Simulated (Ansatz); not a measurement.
Rock-salt HfC, relaxed in Ansatz (plane waves) with several semilocal functionals. Each gives its own volume and its own elastic constant C11:

```tsv
level	V0 (Å³/atom)	elastic constant C11 (GPa)	ln V0	ln C11
LDA	11.951	567.1	2.4808	6.3405
PBEsol	12.221	537.5	2.5032	6.2869
r²SCAN	12.492	517.8	2.5251	6.2496
PBE	12.577	497.5	2.5319	6.2096
RPBE	12.799	471.9	2.5494	6.1568
BLYP	12.976	448.4	2.5631	6.1057
```

Question: Fit a straight line to ln C11 against ln V0. What does it predict for r²SCAN+rVV10, whose volume is 12.410 Å³/atom?

Answer: With x = ln V0 and y = ln C11: means 2.52558 and 6.22485; Σ(Δx Δy) = -0.01277, Σ(Δx²) = 0.004521, so the slope is -2.82. At x = 2.5185 the line gives y = 6.22485 + (-2.82) × (2.5185 − 2.52558) = 6.2448, or 515.3 GPa. The run with r²SCAN+rVV10 gives 531.7 GPa, +3.2 % from the line. The rows used scatter about it by up to 2.4 %, while the largest value lies 26 % above the smallest.

Measured: 500 GPa (measured, temperature not stated, no zero-point or thermal correction; as tabulated in Wu et al. (2005), arXiv:cond-mat/0412374).

Ansatz's density-functional and Hartree–Fock values are scalar-relativistic unless marked +SOC, with PAW data made under PBE.

Ansatz is an electronic-structure program.
